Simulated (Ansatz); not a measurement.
Ideal-gas functions of `OC(O)(O)F` at 298.15 K and 1 bar, from an Ansatz frequency run at PBE0-D4/def2-TZVP.

Molar mass 82.03 g/mol, point group Cs (symmetry number 1), electronic degeneracy 1, moments of inertia 88.916, 91.174, 91.845 u Å². Harmonic wavenumbers (cm⁻¹, unscaled): 165, 357, 404, 451, 520, 595, 603, 626, 895, 1030, 1130, 1149, 1323, 1416, 1436, 3850, 3858, 3860.

Use S(trans) = R[1.5 ln M + 2.5 ln T − 1.1517]; rotational temperatures θ = 24.2544 K / I; S(rot) = R[ln(√π/σ · √(T³/θAθBθC)) + 1.5]; for each mode x = 1.438777 ν̃/T, S = R[x/(eˣ − 1) − ln(1 − e⁻ˣ)] and H = RT x/(eˣ − 1); 1 cm⁻¹ = 0.0119627 kJ/mol; R = 8.31446 J/(mol·K).

Q: By hand: the entropy, in J/(mol·K).

A: Translation 163.8. Rotation: θ = 0.2728, 0.266, 0.2641 K, giving 104.7. Vibration, mode by mode: 10.43, 4.75, 3.97, 3.32, 2.55, 1.92, 1.86, 1.70, 0.60, 0.35, 0.23, 0.21, 0.10, 0.07, 0.06, 0.00, 0.00, 0.00, in all 32.1. Electronic 0.0. Sum 300.6 J/(mol·K).

Q: By hand: H − E and G − E in kJ/mol, counted from the electronic energy.

A: Zero-point energy ½ × 23668 × 0.0119627 = 141.6; thermal vibration 6.2; translation, rotation and pV give 4 RT = 9.9. H − E = 157.7 kJ/mol, and G − E = 157.7 − 298.15 × 300.6/1000 = 68.1 kJ/mol.

Vibration gives 11 % of the entropy. The sum counts one conformer and one mirror image; others add a mixing term.
